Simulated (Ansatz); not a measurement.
`[NH2][Mg][Cl]` + H₂ → `[NH2][MgH]` + HCl at 700 K and 1 bar (hydrogenolysis of a Mg–Cl bond).

Calculated with Ansatz (gas phase, PBE0-D4/def2-TZVP geometries, no zero-point term in ΔE). CCSD(T)/CBS is the MP2 limit (def2-TZVPP, def2-QZVPP) plus CCSD(T) − MP2 in def2-TZVPP, frozen cores. This one scheme is used for every species. For Mg outer-core shells are correlated without core-valence functions, which leaves a few kJ/mol of doubt a bond. Each species was taken in one conformer, which may not be the lowest.

```tsv
species	CCSD(T)/CBS energy (Eh)	H − E (kJ/mol)	S (J/(mol·K))
`[NH2][Mg][Cl]`	-715.67895	114.1	356.4
H₂	-1.17544	46.8	155.3
`[NH2][MgH]`	-256.40266	118.5	312.0
HCl	-460.38127	38.4	211.8
```

H − E and S are ideal-gas, rigid-rotor, harmonic terms from PBE0-D4/def2-TZVP, for one conformer and one mirror image of each species. The MP2-based limit puts H₂ 0.8 mEh under its directly extrapolated value; such offsets cancel only in part. 1 Eh = 2625.50 kJ/mol, R = 8.31446 J/(mol·K).

**Question.** By hand: ΔE, ΔH, ΔS and ΔG.

**Answer.** ΔE = (-256.40266) + (-460.38127) − (-715.67895) − (-1.17544) = 0.07046 Eh = 185.0 kJ/mol. Δ(H − E) = 118.5 + 38.4 − 114.1 − 46.8 = -4.0, so ΔH = 181.0 kJ/mol. ΔS = 312.0 + 211.8 − 356.4 − 155.3 = 12.1 J/(mol·K). ΔG = 181.0 − 700 × (12.1)/1000 = 172.5 kJ/mol.

**Question.** By hand: the equilibrium constant, and the temperature at which ΔG would vanish if ΔH and ΔS stayed fixed.

**Answer.** log₁₀ K = −ΔG/(RT ln 10) = -12.9. ΔG = 0 at ΔH/ΔS = 14959 K, far beyond where these terms or the molecules hold.

The number of gas molecules stays the same, so ΔS is small and ΔH decides. A doubt of 5 kJ/mol in ΔE shifts log₁₀ K by 0.4 here. Other conformers and mirror images would add mixing entropy, several J/(mol·K) or more a flexible species. These are equilibria of isolated gas molecules and say nothing of rates. Largest T1 diagnostic: 0.009 (customary marks: 0.02 for closed shells, 0.045 for open ones).
